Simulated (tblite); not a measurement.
Species: C5H9O (doublet state).
Numbering: `[CH2:1]=[CH:2][CH2:3][C:4]([CH3:5])[OH:6]` (hydrogens: H7, H8 on C1; H9 on C2; H10, H11 on C3; H12, H13, H14 on C5; H15 on O6)

Structure optimised with GFN2-xTB, isolated species. This method treats the open shell by occupation alone, without spin polarisation.

Task: List the bond lengths, angles and torsions at this level.

Result: 
| bond | length (pm) |
| --- | --- |
| C1=C2 | 132.5 |
| C2–C3 | 150.3 |
| C3–C4 | 149.4 |
| C4–C5 | 148.5 |
| C4–O6 | 137.6 |
| C1–H7 | 107.9 |
| C1–H8 | 107.7 |
| C2–H9 | 108.1 |
| C3–H10, C3–H11 | 109.3 |
| C5–H12 | 109.7 |
| C5–H13, C5–H14 | 108.8 |
| O6–H15 | 96.4 |

Bonds in one row agree within 1 pm and their mean is given. A selection of angles:
| angle | degrees |
| --- | --- |
| C2–C1–H7 | 121.9 |
| C2–C1–H8 | 122.1 |
| H7–C1–H8 | 116.0 |
| C1–C2–C3 | 123.9 |
| C1–C2–H9 | 120.4 |
| C3–C2–H9 | 115.3 |
| C2–C3–C4 | 107.1 |
| C2–C3–H10 | 111.0 |
| C2–C3–H11 | 109.7 |
| C4–C3–H10 | 109.4 |
| C4–C3–H11 | 110.7 |
| H10–C3–H11 | 108.9 |
| C3–C4–C5 | 122.3 |
| C3–C4–O6 | 118.6 |
| C5–C4–O6 | 115.2 |
| C4–C5–H12 | 112.2 |
| C4–C5–H13 | 109.1 |
| H12–C5–H13 | 107.7 |
| H13–C5–H14 | 109.5 |
| C4–O6–H15 | 109.2 |

Dihedral angles: C1–C2–C3–C4 -99° (anticlinal); C2–C3–C4–C5 -90°; H15–O6–C4–C3 7° (synperiplanar). The mirror-image conformer, all signs reversed, is as good.

O6 (oxygen bonded to C and H) is bent (angle 109.2°). C1 (carbon bonded to C and 2 H) is planar (angles 122.1°, 121.9° and 116.0°, sum 360.0°, 0.01 Å off the plane of its three neighbours). Of the pairs four or more bonds apart, C2···H15 is among the closest relative to their van der Waals radii: 2.76 Å, 95 % of the sum of Bondi's values. C4 (carbon bonded to 2 C and O) is almost planar (angles 122.3°, 118.6° and 115.2°, sum 356.0°, 0.17 Å off the plane of its three neighbours). C2 (carbon bonded to 2 C and H) is planar (angles 123.9°, 120.4° and 115.3°, sum 359.7°, 0.04 Å off the plane of its three neighbours). The C–C distances run from 1.325 Å (C1=C2, drawn double) to 1.503 Å (C2–C3, drawn single), a spread of 0.178 Å.

Point group: C1 (no symmetry element, even within 0.4 Å). Its GFN2-xTB frequencies are all real (lowest 53 cm⁻¹). Torsions: C1–C2–C3–C4 -99°, C2–C3–C4–C5 -90°, C3–C4–O6–H 7°. 3 starts were optimised and ended at 0.00, 0.00 and 0.34 kcal/mol (GFN2-xTB); the lowest of these is shown.

On one thread of an AMD EPYC 7B13, no GPU, shared host, this took 0.78 s of wall time. These figures are those of the optimisation.

The numbers are calculated, not measured.
